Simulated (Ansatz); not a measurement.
Cost and result for the atomization energy of `N/C=C(\N)F` (10 atoms, 9 bonds).

```xyz
10

N    -0.492   -1.580    0.091
C     0.078   -0.526    0.795
C     0.236    0.698    0.305
N    -0.077    1.077   -0.995
F     0.706    1.682    1.124
H    -0.048   -2.470    0.260
H    -0.561   -1.380   -0.898
H     0.334   -0.716    1.830
H     0.703    1.518   -1.468
H    -0.877    1.697   -1.043
```

Charge 0, multiplicity 1. Geometry: relaxed with PBE0-D4/def2-TZVP. It is one conformer, not always the lowest. Program: Ansatz. All runs use 4 threads of an Arm Neoverse V2 on a shared host. Times are those of one run each, without the atoms' runs, and a repeat can differ threefold. Electronic energies, without spin–orbit coupling; frozen cores. CCSD(T)/CBS adds CCSD(T) − MP2 in def2-TZVPP to the MP2 limit, and its time is that of the two runs behind it. T1 = 0.012. B3LYP takes the VWN-RPA correlation (the form of Gaussian; ORCA's B3LYP/G).

CCSD(T)/CBS is a level of theory with its own doubt, some kJ/mol a heavy atom from the limit and from the frozen cores, so smaller differences don't rank the functionals.

```json
{"level": "PBE0-D4/def2-TZVPP", "functions": "225", "wall time": "1.5 s", "atomization (kJ/mol)": "3878.8", "difference from CCSD(T)/CBS": "44.2", "per bond": "4.9"}
{"level": "PBE-D4/def2-TZVPP (with forces)", "functions": "225", "wall time": "1.6 s", "atomization (kJ/mol)": "4006.1", "difference from CCSD(T)/CBS": "171.5", "per bond": "19.1"}
{"level": "B3LYP-D4/def2-TZVPP (with forces)", "functions": "225", "wall time": "2.3 s", "atomization (kJ/mol)": "3867.3", "difference from CCSD(T)/CBS": "32.7", "per bond": "3.6"}
{"level": "r2SCAN-D4/def2-TZVPP (with forces)", "functions": "225", "wall time": "2.9 s", "atomization (kJ/mol)": "3842.4", "difference from CCSD(T)/CBS": "7.8", "per bond": "0.9"}
{"level": "B2PLYP/def2-TZVPP", "functions": "225", "wall time": "3 s", "atomization (kJ/mol)": "3811.8", "difference from CCSD(T)/CBS": "-22.8", "per bond": "-2.5"}
{"level": "ωB97X-V/def2-TZVPP", "functions": "225", "wall time": "4.2 s", "atomization (kJ/mol)": "3860.0", "difference from CCSD(T)/CBS": "25.4", "per bond": "2.8"}
{"level": "ωB97M-V/def2-TZVPP (with forces)", "functions": "225", "wall time": "6 s", "atomization (kJ/mol)": "3867.0", "difference from CCSD(T)/CBS": "32.4", "per bond": "3.6"}
{"level": "MP2/def2-QZVPP", "functions": "435", "wall time": "12 s", "atomization (kJ/mol)": "3868.9", "difference from CCSD(T)/CBS": "34.3", "per bond": "3.8"}
{"level": "CCSD(T)/def2-TZVPP", "functions": "225", "wall time": "80 s", "atomization (kJ/mol)": "3710.5", "difference from CCSD(T)/CBS": "-124.1", "per bond": "-13.8"}
{"level": "CCSD(T)/CBS(def2)", "functions": "–", "wall time": "92 s", "atomization (kJ/mol)": "3834.6", "difference from CCSD(T)/CBS": "0.0", "per bond": "0.0"}
```

From PBE to PBE0 (25 % exact exchange), in def2-TZVPP and without D4, the atomization energy moves by −124.6 kJ/mol: exact exchange takes away binding that semilocal exchange gives to molecules. The D4 term adds +24.7 kJ/mol with B3LYP and +12.8 kJ/mol with PBE0; it sums over pairs of atoms, weighted by their polarisabilities, and B3LYP, whose exchange is more repulsive, gets the larger term. In def2-TZVPP, CCSD(T) changes the Hartree–Fock value by +1154.3 kJ/mol (the triples alone add +74.8 kJ/mol) and MP2 by +1239.1 kJ/mol; breaking electron pairs costs correlation energy, which Hartree–Fock lacks.
